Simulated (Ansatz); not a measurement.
System: rhombohedral A7 Sb. Method: PBE-D4 in Ansatz (plane waves, PAW).

Numerical settings: plane-wave cutoff 520 eV, 16×16×16 k mesh, Fermi–Dirac smearing 0.05 eV, scalar-relativistic PAW data made under PBE.

Shape and atoms are relaxed at each volume.

Pressure at four volumes; x = ln(V/29.715 Å³). One pressure is withheld.

```tsv
V (Å³/atom)	x	P (GPa)
28.527	-0.0408	1.96
29.715	0.0000	0.00
30.310	0.0198	-0.81
30.904	0.0392	?
```

### Question
Pass a parabola P(x) through the three rows shown, estimate the bulk modulus and its pressure derivative near zero pressure, and predict the withheld pressure.

### Answer
Slopes between the rows: (0.00 − (1.96))/(0.0000 − (-0.0408)) = -48.04 and (-0.81 − (0.00))/(0.0198 − (0.0000)) = -40.91 GPa. Their difference over the span 0.0606 is c = 7.13/0.0606 = 117.7 GPa, so P(x) = 1.96 + (-48.04)(x − (-0.0408)) + 117.7 (x − (-0.0408))(x − (0.0000)). At the middle row B = −dP/dx = −[-48.04 + 117.7 × 0.0408] = 43.2 GPa, and B′ = dB/dP = 2c/B = 5.4. At x = 0.0392 the parabola gives -1.51 GPa; the run gives -1.51 GPa. The Birch–Murnaghan fit to the energies at all volumes has B0 = 43.0 GPa and B′ = 5.6.

Measured, for comparison: bulk modulus 39.5 GPa (copied from a table, unchecked, extrapolated to 0 K and zero-point effects removed; as tabulated in Lejaeghere et al. (2013), arXiv:1204.2733). Computed (rounded) less measured: bulk modulus not scored (unchecked).

Note: the bulk modulus comes from volumes at which shape and atoms were relaxed.

Spin–orbit coupling is not included.

Ansatz is a program for electronic structure.
